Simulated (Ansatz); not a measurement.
```yaml
atoms:
  - { symbol: N, position_ang: [0.0000, 0.0000, -0.6093] }
  - { symbol: O, position_ang: [0.0000, 0.0000, 0.5331] }
```

Basis set: 6-31G* (spherical functions). Frozen core: 2 orbitals. Charge 0, multiplicity 2.

Computed with Ansatz (development build ahead of 0.2.0); free ground-state atoms in the same class of orbitals, no zero-point energy, no relativity.

The atomization energy of doublet NO from measured heats of formation, zero-point and thermal terms removed is 6.622 eV (G2/97 set, Curtiss et al., J. Chem. Phys. 106, 1063 (1997), as shipped with ASE); it holds spin-orbit and other relativistic effects.

**Question.** How far do UHF-MP2, UHF miss it in this basis?

**Answer.**

| method | atomization energy (eV) | computed − measured (eV) |
| --- | --- | --- |
| UHF-MP2 | 5.996 | -0.626 |
| UHF | 2.125 | -4.497 |
